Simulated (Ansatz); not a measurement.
Results of HSE06 (Ansatz, an electronic-structure program, plane waves, PAW) for hcp Co.

Input file:

Ansatz 0.2 input:
```yaml
crystal:
  lattice:
    - [1.25355, -2.171212, 0.0]
    - [1.25355, 2.171212, 0.0]
    - [0.0, 0.0, 4.07]
  atoms:
    - { symbol: Co, position: [0.33333333, 0.66666667, 0.25], spin: 1.8 }
    - { symbol: Co, position: [0.66666667, 0.33333333, 0.75], spin: 1.8 }
basis:
  ecutwfc: 460
  ecutrho_ratio: 4
  xc_grid: 2
kpoints:
  mp_grid: { grid: [12, 12, 8] }
hamiltonian:
  xc: hse06
  dispersion: none
  pseudopotentials: { kind: paw }
scf:
  occupations: { method: fermi_dirac, width: 0.05 }
  convergence: { dr2_threshold: 0.0000000002 }
output:
  forces: true
  stress: true
  eigenvalues: true
magnetization:
  spin_polarized: true
```

Problem. How many irreducible k-points, plane waves at Γ does the program set up, and what pressure does the run end with?

Solution. 95 irreducible k-points, 525 plane waves at Γ; P = -0.67 GPa, so the cell is stretched on average and its volume would shrink at this level.

From the output:

```
WARN output.stress: scf.exx.energy_threshold = 1e-6 eV is looser than the 2e-8 eV advised for a stress under a hybrid functional (1e-8 eV for each atom of the …
Crystal: 2 atoms, lattice volume = 22.155 Å³
Basis set: ecut = 460 eV, 525 PW (Γ), exchange–correlation on 36×36×60 points (8 copies of the dense FFT grid, shifted against one another)
Bands: 23, of which v1, the nominal top of the filled ones, is band 17 counted from 1 (16 counted from 0)
Symmetry: 24 space group operations
Space group: P63/mmc (ITA 194), of the structure as read, at distance tolerance 2.8e-5 Å
k-points: 95 of 1152
Initial density: superposition of atomic densities (chi_scale 0.1, normalization cell)
SCF 1 converged in 15 iterations: F = -10252.305336 eV  dr2 = 4.65e-12
Crystal: 2 atoms, lattice volume = 22.155 Å³
Initial density: handed on by an earlier stage of this run
SCF 2 converged in 25 iterations: F = -10247.961050 eV  dr2 = 7.86e-11
Crystal: 2 atoms, lattice volume = 22.155 Å³
Crystal: 2 atoms, lattice volume = 22.155 Å³
Crystal: 2 atoms, lattice volume = 22.155 Å³
SCF 5 converged in 24 iterations: F = -10247.961029 eV  dr2 = 8.45e-12
hybrid outer 4: dexx = +2.009e-4 eV, tail = inf eV, magnetization grown 1.0036 times (not accepted), Δε = 2.40e-2 eV (about 1.83e-2 eV left of the loop's levels)
Crystal: 2 atoms, lattice volume = 22.155 Å³
SCF 6 converged in 6 iterations: F = -10247.961029 eV  dr2 = 1.52e-12
Crystal: 2 atoms, lattice volume = 22.155 Å³
SCF 7 converged in 2 iterations: F = -10247.961029 eV  dr2 = 1.51e-12
Magnetization: 3.9516 μB (18.9758 up, 15.0242 down)
Free energy (F): -10247.961029 eV
Internal energy: -10247.948417 eV  (E = F + TS)
E sigma→0 (E₀):  -10247.954723 eV
Fermi energy:    18.530605 eV
--- Forces (eV/Å), atoms counted from 1 ---
  atom   1  Co    -0.00000000    -0.00000000     0.00000000
  atom   2  Co    -0.00000000    -0.00000000     0.00000000
--- Stress (GPa, compression-positive) ---
       -6.316502      -0.000000       0.000000
        0.000000      -6.316502       0.000000
        0.000000       0.000000      10.623819
  P = ⅓ Tr σ = -0.6697 GPa (-6.697 kbar)
```

The PAW data were made under PBE.

Note: the run warned that the count of filled bands differs between k points. Note: cell and atoms aren't relaxed at this level (pressure -0.7 GPa).
